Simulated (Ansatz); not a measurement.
Si₃⁺. Total charge 1; quartet. Geometry B3LYP-D4/def2-TZVP; atoms count from 1.

```xyz
3

Si   -1.0984   -0.7580   -0.0829
Si    1.1676   -0.4629   -0.4578
Si   -0.0693    1.2209    0.5408
```

The structure comes from a short search, and lower isomers may exist.

(1) Estimate the Mulliken populations from the PBE0/def2-TZVP orbitals of Ansatz.

(2) Where does the spin sit?

(3) And the Mayer bond orders between bonded heavy atoms (over 0.3)?

Results:

(1) 
```tsv
atom	charge (e)	spin (α − β)
Si1	0.33	1.00
Si2	0.33	1.00
Si3	0.33	1.00
```
Mulliken values and Mayer orders depend strongly on the basis.

(2) Summed by element: Si 3.00, of 3 unpaired in all. Largest on single atoms: Si1 1.00, Si3 1.00, Si2 1.00.

(3) Si1–Si2 1.26 (2.32 Å); Si1–Si3 1.26 (2.32 Å); Si2–Si3 1.26 (2.32 Å).
